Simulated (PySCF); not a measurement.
Electron affinity of F by level of theory

F⁻ [Ne] (1S) → F [He] 2s2 2p5 (2P), as a difference of total energies. All numbers are calculated (PySCF 2.14, no relativity, point nucleus, in aug-cc-pVTZ with one added diffuse shell each of s, p, d, f type (6s5p4d3f, 62 functions)). Correlated levels: valence: 1s2 frozen. The calculations carry no spin-orbit coupling.

```
           method  electron affinity (eV)  plus first-order spin-orbit estimate  error of that sum (eV)
              UHF                   1.195                                 1.178                  -2.223
              LDA                   4.149                                 4.132                  +0.731
              PBE                   3.684                                 3.667                  +0.266
             PBE0                   3.252                                 3.235                  -0.166
           r2SCAN                   3.329                                 3.312                  -0.089
            HSE06                   3.250                                 3.233                  -0.168
              M06                   3.390                                 3.373                  -0.028
           B2PLYP                   3.459                                 3.442                  +0.041
        CAM-B3LYP                   3.542                                 3.525                  +0.124
    MP2 (valence)                   3.653                                 3.636                  +0.235
SCS-MP2 (valence)                   3.467                                 3.450                  +0.049
```

Reference: 3.401 eV (measured; photodetachment measurements, as compiled on the Wikipedia data page of electron affinities).

A first-order spin-orbit estimate (lowest level to lowest level, LS coupling) adds -0.017 eV.

Errors of the correlated levels include the incompleteness of this basis and the frozen core.

In the anion the highest occupied orbital energy is positive at LDA, PBE, r2SCAN, HSE06, a self-interaction effect; the basis confines that electron, and the energy difference can still be sensible.
